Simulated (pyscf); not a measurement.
Elementary routes open to `[O]=[Ga][OH]` + `[H][H]` in the gas phase (singlet surface):
A. `[OH][GaH][OH]` (H–H broken; H–O, Ga–H formed)
B. `[O]=[GaH]` + `[OH2]` (Ga–O, H–H broken; Ga–H, H–O formed)

PySCF, gas phase, ωB97X-D3(BJ)/def2-SVP geometries.

Q: Rank the routes by free-energy barrier at 600 K, lowest first, for ωB97M-D3(BJ)/def2-TZVP energies (ideal gas, 1 atm, RRHO with modes under 100 cm⁻¹ raised to 100, one conformer, R ln 2 for chiral ones without a mode under 150 cm⁻¹).

A: A (31.8 kcal/mol), B (45.1 kcal/mol)

Route A is the fastest of these, ahead of the next by 13.3 kcal/mol. The most stable products are those of A (ΔG = -41.1 kcal/mol), so kinetics and thermodynamics agree. At 1200 K A is still the fastest. A: On the product side the descent ends in a point that may be a rotor saddle (no frequency run), 1.6 kcal/mol over the lowest minimum found and 76.3 kcal/mol under the saddle at ωB97X-D3(BJ)/def2-TZVP. B: On the product side the descent ends in an adduct with a Ga–O contact (not fully relaxed), 16.2 kcal/mol under the separated species and 42.3 kcal/mol under the saddle at ωB97X-D3(BJ)/def2-TZVP. Only these routes are compared; each barrier is that of the saddle found, and lower ones may exist. Elements up to Kr have no core potential and no relativistic terms here.
